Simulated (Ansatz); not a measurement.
A made-up structure of CH7AlSi, singlet:

| atom | x (Å) | y (Å) | z (Å) |
| --- | --- | --- | --- |
| Al1 | -1.1794 | 0.6142 | -0.6025 |
| C2 | 0.3958 | -0.0428 | -0.7499 |
| Si3 | 0.6590 | -0.4395 | 0.8973 |
| H4 | -2.4039 | -0.4669 | -0.7675 |
| H5 | -1.2360 | 2.2279 | -0.3057 |
| H6 | 0.4252 | -0.9924 | -1.4538 |
| H7 | 1.1778 | 0.7461 | -1.1553 |
| H8 | -0.3614 | -1.5336 | 1.4898 |
| H9 | 0.6512 | 0.8211 | 1.8975 |
| H10 | 1.8717 | -0.9341 | 0.7500 |

It is relaxed with PBE-D4/def2-SVP and then PBE0-D4/def2-TZVP (Ansatz 0.2.0). Atoms count as bonded within 1.22 times the sum of their covalent radii (H–H: 0.88 Å). The end point is not checked to be a true minimum.

Task: Does its bonding change? (A judgement: the text doesn't fix the answer.)

Result: Computed: Yes. Formed: none; broken: Al1–Si3.

Where it ends: The first stage lowers the energy by 2.25 eV in 8 steps. It ends as CH₇AlSi ([AlH2][CH2][SiH3]):
| atom | x (Å) | y (Å) | z (Å) |
| --- | --- | --- | --- |
| Al1 | -1.4324 | 0.7534 | -0.7779 |
| C2 | 0.3501 | -0.0299 | -0.7083 |
| Si3 | 0.8781 | -0.5525 | 1.0039 |
| H4 | -2.6964 | -0.1774 | -1.0141 |
| H5 | -1.6165 | 2.3180 | -0.5832 |
| H6 | 0.3888 | -0.9151 | -1.3532 |
| H7 | 1.0851 | 0.6950 | -1.0763 |
| H8 | -0.0701 | -1.5624 | 1.5527 |
| H9 | 0.8700 | 0.6165 | 1.9279 |
| H10 | 2.2433 | -1.1457 | 1.0284 |

Labels in which every atom is bracketed show which atoms are joined, not bond orders.

For scale, one of the runs: PBE0-D4/def2-TZVP relaxation, 147 basis functions, launched by `ansatz run in.yaml --threads 2 --pin off --events-out ev --progress --plain --max-ram 4352MiB`. Hardware: 2 CPU threads of an Arm Neoverse V2, shared host. Wall time about 15 s.
